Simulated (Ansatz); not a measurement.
# BH2+ (triplet): the correlation ladder at scale of all distances = 1.499, aug-cc-pVTZ

The task here is to estimate one member of a computed series from the others.

Computed with Ansatz 0.2.0, Gaussian basis. Level: aug-cc-pVTZ, core rule «outside noble gas», up to 1 orbitals frozen.

The runs, in order: UHF; CCSD(T) on ROHF; CCSD(T) on UHF; BCCD(T) on ROHF; CCSDT(Q) on ROHF; CCSDT(Q) on UHF; CASSCF and NEVPT2, 4 electrons in 6 orbitals; Full CI.

15 further runs of the same task are left out: 11 that didn't finish, 4 set aside as unsound or not needed.

## The system

The geometry derives from a PBE0/def2-TZVP stationary point (not a proven minimum). All distances are scaled together.

3 atoms, charge 1, spin multiplicity 3.

Atoms are counted from 1 here; the program's logs count them from 0.

No contacts short enough for the rule that draws bonds.

Set-up of the first run:

in.yaml reads:

```yaml
crystal:
  periodic: [false, false, false]
  atoms:
    - {symbol: B, position_ang: [0.000000, 0.000000, -0.253894]}
    - {symbol: H, position_ang: [0.000000, 1.065123, 1.361612]}
    - {symbol: H, position_ang: [0.000000, -1.065123, 1.361612]}
basis:
  gaussian: {orbitals: aug-cc-pVTZ}
total_charge: 1
magnetization: {spin_polarized: true, initial_magnetization: 2}
hamiltonian: {xc: hf}
output: {orbitals: {seedname: orbitals}}
```

Command:

```console
> ansatz run in.yaml --threads 1 --pin off --events-out ev --progress --plain --max-ram 2393MiB
```

Steps of the session up to this table: UHF; CCSD(T) on ROHF; CCSD(T) on UHF; BCCD(T) on ROHF; CCSDT(Q) on ROHF; CCSDT(Q) on UHF; CASSCF and NEVPT2, 4 electrons in 6 orbitals; Full CI.

One table of the session follows, with a row left open; its other results are not shown here.

```
        method  from FCI (kcal/mol)
          ROHF               +56.16
           UHF               +44.55
          RMP2               +21.27
          UMP2               +19.20
         RCCSD                    ?
         UCCSD                +1.53
      RCCSD(T)                +0.41
      UCCSD(T)                +0.45
       BCCD(T)                +0.50
        RCCSDT                +0.02
        UCCSDT                +0.02
     RCCSDT(Q)                 0.00
     UCCSDT(Q)                 0.00
CASSCF valence               +14.74
NEVPT2 valence                +4.10
           FCI                    0
```

Estimate the missing values for RCCSD.

**Answer.** from FCI (kcal/mol): +1.64. In the column «from FCI (kcal/mol)» it lies between UCCSD (+1.53) and NEVPT2 valence (+4.10).

Limits of these values: Levels on UHF freeze UHF's core orbitals, full CI those of ROHF, so the U rows can settle a little off it for that reason alone. Restricted and unrestricted rows rest on different reference determinants; where their highest levels disagree by more than a few hundredths of an eV, they describe different states and don't form one ladder.
